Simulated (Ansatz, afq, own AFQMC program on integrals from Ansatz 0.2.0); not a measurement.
## Breaking Si1–H5 in Si2NH7, singlet

```csv
atom,x (Å),y (Å),z (Å)
Si,-1.0537,0.7692,-0.8900
N,0.1153,0.4978,0.3719
Si,1.0087,-0.9444,0.7646
H,-1.3959,-0.5592,-1.4766
H,-0.5400,1.6591,-1.9804
H,-2.2906,1.4132,-0.3463
H,0.3571,1.3195,0.9215
H,0.4172,-2.0657,-0.0220
H,0.9164,-1.2515,2.2266
H,2.4654,-0.8380,0.4308
```

Products: Si₂NH₆ (doublet; SiH2–NH–SiH3) and H (doublet), each relaxed with PBE0/def2-SVP like the molecule; electronic energies without zero-point terms. Determinants: RHF, UHF and UHF in that order.

Basis def2-TZVP. Noble-gas cores (and the filled d shells of Ga–Kr and In–Xe) are frozen. AFQMC by an in-house program on the Cholesky factors that Ansatz 0.2.0 writes for its CCSD(T) run. The CISD trial takes its coefficients from CCSD amplitudes. Released means that phaseless walkers are propagated on without the constraint, phases kept. Uncertainties: one standard error, sampling alone. The errors of all members are added in quadrature.

No full CI on the walks' own integrals is used here. The released AFQMC energy serves as the reference, which it does only where one determinant dominates, the energy is flat over the last release times and near the phaseless one (40 meV or 2 meV an electron, half that with transition metals). On small molecules, where full CI could be run and the noise was under 10 meV, such values lay within 10 meV of it in 19 cases of 20, a flattering rate, since the rule was set on those same cases; what remains of the bias isn't in the error bar. Each member takes its own surest rung, up to full CI.

The best estimate is CCSD(T) at the basis-set limit (CBS: def2-TZVPP and def2-QZVPP, with their diffuse functions for anions and beside diffuse sets, CCSD(T) itself extrapolated) plus the step from CCSD(T) to AFQMC with the constraint released in def2-TZVP. Rows without CBS are in def2-TZVP; B2PLYP and the wave-function rows carry a basis error of their own. Core correlation and relativity beyond core potentials are missing, and ± holds the sampling alone.

Cautions: Si₂NH₇ (singlet): the released value is read at 1.50 1/Eh with a noise of 12 meV, more than in the cases checked (meV from the phaseless value at times in 1/Eh: -10 ± 6 at 0.24, -1 ± 8 at 0.51, 12 ± 9 at 0.99, 3 ± 12 at 1.50); Si₂NH₆ (doublet): the released value is read at 1.50 1/Eh with a noise of 14 meV, more than in the cases checked (meV from the phaseless value at times in 1/Eh: 4 ± 10 at 0.24, -8 ± 10 at 0.51, -10 ± 10 at 0.99, 2 ± 14 at 1.50).

```
 level  bond energy (kJ/mol)
   MP2                 379.9
B2PLYP                 390.5
r2SCAN                 379.6
```

**Question.** From these cheaper values, estimate the bond energy at the level of the best estimate.

**Answer.** 401.9 ± 1.8 kJ/mol (best estimate, highest rung released AFQMC).

| level | bond energy (kJ/mol) | error against the best estimate (kJ/mol) |
| --- | --- | --- |
| HF | 320.9 | -81.0 ± 1.8 |
| CCSD | 390.4 | -11.5 ± 1.8 |
| CCSD(T) | 389.7 | -12.2 ± 1.8 |
| ph-AFQMC/CISD | 388.9 ± 1.2 | -13.0 ± 2.2 |
| released AFQMC | 388.8 ± 1.8 | -13.1 |
| HF/CBS | 321.1 | -80.8 ± 1.8 |
| MP2/CBS | 395.7 | -6.2 ± 1.8 |
| CCSD(T)/CBS | 402.8 | 0.9 ± 1.8 |
| PBE | 371.9 | -30.0 ± 1.8 |
| PBE0 | 379.0 | -22.9 ± 1.8 |
| B3LYP | 391.1 | -10.8 ± 1.8 |
| wB97M-V | 402.6 | 0.7 ± 1.8 |

Correlation beyond CCSD(T) changes it by less than twice the noise. Going to the basis-set limit adds 13.1 kJ/mol at CCSD(T). The perturbative (T) step is worth −0.7 kJ/mol. The functionals spread over 30.7 kJ/mol; wB97M-V comes nearest and PBE is 30.0 kJ/mol too low.

Best estimates are given only where the step beyond CCSD(T) is under 0.3 eV and no member's determinant is very poor (T1 over 0.05, or 0.07 for open shells, ⟨S²⟩ too high by 0.3, two states mixed), so the hardest cases are missing from such tables.

The functionals ran in a triple-zeta set and keep a basis error of their own, a few kJ/mol for each bond in atomization energies and more for double hybrids, so close places among them and the extrapolated levels can swap.

Each member of a difference takes its own highest rung, so a best estimate needn't equal the limit plus the step of one row. Released energies are given only where the last usable release times agree within the noise; a slower fall can still hide under it.
